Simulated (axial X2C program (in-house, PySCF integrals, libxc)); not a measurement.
**A two-component session on SiO⁺: properties at the nuclei**

Wanted for SiO⁺: properties at the nuclei, at the two-component level.

Computed with an in-house X2C program for linear molecules on PySCF integrals. Level: two-component X2C with atomic mean-field terms, Si dyall-av3z, O dyall-av3z.

All values are calculated.

## 1. The job

Contents of task.json:

```json
{"zs": [14, 8], "q": 1, "bas": ["dyall-av3z", "dyall-av3z"], "r0": 1.64, "levels": ["PBE0", "HF", "B3LYP"], "nst": 1, "ff": 1, "thr": -3.5, "nmax": 130, "opt": {"ecut": 60}}
```

Keys: zs atomic numbers; q charge; bas basis sets; r0 starting distance in Å; levels methods (HF also brings MP2); nst determinants followed; ff finite-field run; thr threshold in hartree for freezing inner shells (an s shell follows its p shell); nmax most natural virtual spinors; ecut virtual cutoff in hartree.

The run is started by

```bash
python soeom.py task.json out
```

Nuclei are Gaussian, cores are contracted, and the Gaunt term is on.

## 2. Expectation values, lowest determinant

R = 1.530 Å. State: Ω = 1/2 (excess of +ω over −ω: ω = 1/2).

Output of the PBE0 run:

```text
two-component X2C + atomic mean field  PBE0
basis functions 116  fitting functions 625  grid points 4352
iter        total energy     max residual
   1       -364.769539223     3.70e-05
   2       -364.769539272     2.92e-05
   3       -364.769539327     1.63e-05
   4       -364.769539348     1.05e-05
   5       -364.769539352     1.13e-06
   6       -364.769539352     2.34e-07
converged
one-electron -575.28960067  Coulomb 200.83878173  exact exchange -7.07504270  xc functional -21.93957104  nuclear repulsion 38.73715531  atomic mean-field constant -0.04126198
```

The highest occupied spinor is 76% O p, 14% Si p, 5% Si d.

| level | Eeff magnitude (GV/cm) | Ws magnitude Si (kHz) | A∥/gI Si (MHz) | qzz Si (a.u.) | A∥/gI O (MHz) | qzz O (a.u.) |
| --- | --- | --- | --- | --- | --- | --- |
| PBE0 | 0.21 | 0.178 | 472 | -0.97 | 213 | 1.73 |
| HF | 0.0915 | 0.107 | -223 | -1.19 | 431 | 2.62 |
| B3LYP | 0.206 | 0.176 | 525 | -0.97 | 237 | 1.76 |

Eeff is the effective electric field on the electron dipole moment in this Ω state and Ws the scalar–pseudoscalar constant (defined with the proton number Z and per Ω); A∥ is the parallel hyperfine constant, which follows by multiplying with the nuclear g factor gI = μI/(I μN); qzz is the electric field gradient, eQq0 = 234.96 MHz × Q/barn × qzz. The operators were transformed with the bare-nucleus X2C matrices.

## 3. Finite-field coupled cluster

Output:

```text
two-component X2C + atomic mean field  HF
basis functions 116  fitting functions 625  grid points 4352
iter        total energy     max residual
   1       -364.055096407     6.93e-02
   2       -364.072952121     1.08e-02
   3       -364.076050070     8.01e-03
   4       -364.077433167     8.38e-03
   5       -364.079379652     6.24e-03
   6       -364.081487445     3.74e-03
   7       -364.082337818     1.34e-03
   8       -364.082468487     3.96e-04
   9       -364.082473951     2.97e-04
  10       -364.082480871     3.05e-04
  11       -364.082485943     3.39e-04
  12       -364.082488982     3.51e-04
  13       -364.082486903     3.36e-04
  14       -364.082467235     1.54e-04
  15       -364.082462460     4.69e-05
  16       -364.082462264     6.94e-06
  17       -364.082462266     6.60e-06
  18       -364.082462267     2.16e-06
  19       -364.082462267     4.19e-07
converged
one-electron -575.00611712  Coulomb 200.62665619  exact exchange -28.39889467  xc functional 0.00000000  nuclear repulsion 38.73715531  atomic mean-field constant -0.04126198
correlated 9  virtual 201  natural virtual 110  E(MP2) -0.282194060  MP2 remainder -0.002713607
iter   CCSD correlation   residual
   1     -0.282627375   1.50e-01
   2     -0.293429646   8.36e-02
   3     -0.300389451   5.13e-02
   4     -0.302608494   3.30e-02
   5     -0.305439105   2.01e-02
   6     -0.306022974   7.88e-03
   7     -0.306243862   2.92e-03
   8     -0.306303900   1.16e-03
   9     -0.306283285   5.27e-04
  10     -0.306294368   3.55e-04
  11     -0.306286179   2.96e-04
  12     -0.306287612   2.70e-04
  13     -0.306282792   2.47e-04
  14     -0.306278495   2.11e-04
  15     -0.306280722   1.50e-04
  16     -0.306284087   9.59e-05
  17     -0.306286422   4.42e-05
  18     -0.306287603   1.83e-05
  19     -0.306287361   8.30e-06
  20     -0.306287420   4.89e-06
  21     -0.306287293   2.94e-06
  22     -0.306287184   1.76e-06
  23     -0.306287135   1.12e-06
  24     -0.306287099   7.44e-07
  25     -0.306287090   6.06e-07
(T) -0.015553383  T1 0.1016  D1 0.2551  max T2 0.088
```

T1 in the output is the amplitude norm over the root of the electron number; divide by √2 for the Lee–Taylor value.

9 electrons correlated in 110 natural virtual spinors, MP2 remainder added; T1 = 0.072.

| level | Eeff magnitude (GV/cm) | Ws magnitude Si (kHz) | A∥/gI Si (MHz) | qzz Si (a.u.) | A∥/gI O (MHz) |
| --- | --- | --- | --- | --- | --- |
| HF | 0.0915 | 0.107 | -223 | -1.19 | 431 |
| MP2 | 0.274 | 0.21 | 186 | -0.89 | 114 |
| CCSD | 0.214 | 0.175 | 485 | -0.95 | 219 |
| CCSD(T) | 0.237 | 0.188 | 592 | -0.89 | 190 |

## 4. Outcome

```
                       quantity                                    value
             lowest determinant  Ω = 1/2 (excess of +ω over −ω: ω = 1/2)
   Eeff magnitude (GV/cm), PBE0                                     0.21
    Ws magnitude Si (kHz), PBE0                                    0.178
           A∥/gI Si (MHz), PBE0                                      472
            qzz Si (a.u.), PBE0                                    -0.97
Eeff magnitude (GV/cm), CCSD(T)                                    0.237
 Ws magnitude Si (kHz), CCSD(T)                                    0.188
        A∥/gI Si (MHz), CCSD(T)                                      592
         qzz Si (a.u.), CCSD(T)                                    -0.89
```

In words: In the first state, the effective field runs from 0.0915 to 0.21 GV/cm over the mean-field levels, so the levels don't agree on it. The expectation values come from single determinants, which for open shells can mix terms of unlike spin or miss the lowest Ω, so a determinant need not be a state. Eeff is the effective electric field on the electron dipole moment in this Ω state and Ws the scalar–pseudoscalar constant (defined with the proton number Z and per Ω); A∥ is the parallel hyperfine constant, which follows by multiplying with the nuclear g factor gI = μI/(I μN); qzz is the electric field gradient, eQq0 = 234.96 MHz × Q/barn × qzz. The operators were transformed with the bare-nucleus X2C matrices. Correlation of the inner shells is missing, which matters for properties at the nucleus.
